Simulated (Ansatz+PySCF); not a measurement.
Values are calculated unless marked as measured or tabulated.
Input for PySCF 2.14.0:

```python
from pyscf import gto, scf, cc

mol = gto.M(atom="""
F 0.000000 0.000000 0.000000
F 0.000000 0.000000 2.000000
""", basis='6-31g', charge=1, spin=1)
mf = scf.UHF(mol)
mf.kernel()
mycc = cc.CCSD(mf, frozen=2).run()
et = mycc.ccsd_t()
print(mf.e_tot, mycc.e_corr, et, mycc.e_tot + et)
```

The script is written out from the run's settings.

Results

```
Converged                       : yes
Reference energy                : -197.86580 hartree
CCSD correlation energy         : -0.41257 hartree
Triples correction              : -0.02970 hartree
Total energy                    : -198.30807 hartree
Spin squared of the determinant : 0.762
```

This is not the lowest solution: another run reaches a determinant 7.87 eV lower. Caution: large share of triples, a single reference is doubtful; the charge can sit on one fragment and break the point group; another reference gives a lower total.
